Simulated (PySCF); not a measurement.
fluorine (F₂), SMILES FF.

Geometry optimised at B3LYP-D3(BJ)/def2-TZVPD.

The numbers are results of TDDFT-PBE/def2-TZVPD (PySCF 2.14.0), not measurements.

Vertical excitations; the highest root listed may be one member of a degenerate set.  State labels are in the subgroup D2h.

Computed lowest excited states:
| state | symmetry | energy (eV) | λ (nm) | f | main pairs |
|---|---|---|---|---|---|
| S1 | B2u | 4.45 | 278 | 0.000 | HOMO→LUMO (degenerate set) |
| S2 | B3u | 4.45 | 278 | 0.000 | HOMO−1→LUMO (degenerate set) |
| S3 | B3g | 7.94 | 156 | 0.000 | HOMO−3→LUMO (degenerate set) |
| S4 | B2g | 7.94 | 156 | 0.000 | HOMO−2→LUMO (degenerate set) |
| S5 | B3g | 10.95 | 113 | 0.000 | HOMO→LUMO+1 (degenerate set) |
| S6 | B2g | 10.95 | 113 | 0.000 | HOMO−1→LUMO+1 (degenerate set) |
| S7 | B2u | 11.01 | 113 | 0.018 | HOMO→LUMO+2 (degenerate set) |
| S8 | B3u | 11.01 | 113 | 0.018 | HOMO−1→LUMO+2 (degenerate set) |
| S9 | B1u | 11.60 | 107 | 0.106 | HOMO→LUMO+3 45 %, HOMO−1→LUMO+4 45 %, HOMO−4→LUMO 9 % |
| S10 | Au | 11.61 | 107 | 0.000 | HOMO→LUMO+4 50 %, HOMO−1→LUMO+3 50 % |
| T1 | B2u | 3.00 | 413 | 0 | HOMO→LUMO (degenerate set) |
| T2 | B3u | 3.00 | 413 | 0 | HOMO−1→LUMO (degenerate set) |
| T3 | B3g | 6.59 | 188 | 0 | HOMO−3→LUMO (degenerate set) |
| T4 | B2g | 6.59 | 188 | 0 | HOMO−2→LUMO (degenerate set) |
Triplets are in the Tamm–Dancoff approximation, which puts them higher than full response would, so one can lie above its singlet here.
